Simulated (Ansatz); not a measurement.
# C₂H₆N+ (SMILES C=C[NH3+]): single points off equilibrium

One table from this session's results is given with a row withheld; the runs are named, their logs left out.

Computed with Ansatz 0.2.0, Gaussian basis. Level: single points in def2-TZVPP.

Correlated methods freeze the cores.

## Where the work starts

SMILES `C=C[NH3+]`, 9 atoms, charge 1, spin multiplicity 1.

Atoms are counted from 1 here; the program's logs count them from 0.

Bond lengths: C1–C2 1.269 Å, C1–H4 1.117 Å, C1–H5 1.082 Å, C2–N3 1.514 Å, C2–H6 1.029 Å, N3–H7 1.061 Å, N3–H8 1.030 Å, N3–H9 0.982 Å. Angles: C2–C1–H4 123.8°, C2–C1–H5 123.7°, H4–C1–H5 112.4°, C1–C2–N3 120.5°, C1–C2–H6 119.3°, N3–C2–H6 120.1°, C2–N3–H7 110.0°, C2–N3–H8 108.9°, C2–N3–H9 114.7°, H7–N3–H8 113.3°, H7–N3–H9 104.9°, H8–N3–H9 105.0°.

Geometry (Å):

```xyz
9
charge 1, multiplicity 1
C    -0.7423    0.9227   -0.6198
C     0.3315    0.4622   -0.1245
N     0.3523   -0.9005    0.5354
H    -1.6984    0.3471   -0.6766
H    -0.8157    1.8914   -1.0967
H     1.1790    1.0449   -0.1316
H     1.3122   -1.0912    0.9441
H     0.0534   -1.6081   -0.1512
H    -0.2676   -1.0005    1.2907
```

The first run:

The input, run/in.yaml:

```yaml
crystal:
  periodic: [false, false, false]
  atoms:
    - {symbol: C, position_ang: [-0.742300, 0.922700, -0.619800]}
    - {symbol: C, position_ang: [0.331500, 0.462200, -0.124500]}
    - {symbol: N, position_ang: [0.352300, -0.900500, 0.535400]}
    - {symbol: H, position_ang: [-1.698400, 0.347100, -0.676600]}
    - {symbol: H, position_ang: [-0.815700, 1.891400, -1.096700]}
    - {symbol: H, position_ang: [1.179000, 1.044900, -0.131600]}
    - {symbol: H, position_ang: [1.312200, -1.091200, 0.944100]}
    - {symbol: H, position_ang: [0.053400, -1.608100, -0.151200]}
    - {symbol: H, position_ang: [-0.267600, -1.000500, 1.290700]}
basis:
  gaussian: {orbitals: def2-TZVPP}
total_charge: 1
correlation: {method: ccsd_t}
output: {forces: true}
```

No record of the launch command was kept for these runs.

Among the steps run: CCSD(T)/def2-TZVPP; PBE0-D4/def2-TZVPP; wB97M-V/def2-TZVPP; r2SCAN-D4/def2-TZVPP; PBE-D4/def2-TZVPP; r2SCAN0-D4/def2-TZVPP; LC-wPBE/def2-TZVPP.

One table of the session follows, with a row left open; its other results are not shown here.

```
    method  RMS force component (eV/Å)  angle to CCSD(T) forces (°)
   CCSD(T)                       1.468                    reference
   PBE0-D4                       1.338                          8.5
   wB97M-V                       1.313                          7.3
 r2SCAN-D4                       1.321                          7.4
    PBE-D4                           ?                            ?
r2SCAN0-D4                       1.303                         10.0
   LC-wPBE                       1.320                         11.0
```

Estimate the missing values for PBE-D4.

The run gave: RMS force component (eV/Å): 1.380; angle to CCSD(T) forces (°): 8.7. In the column «RMS force component (eV/Å)» it lies between PBE0-D4 (1.338) and CCSD(T) (1.468).
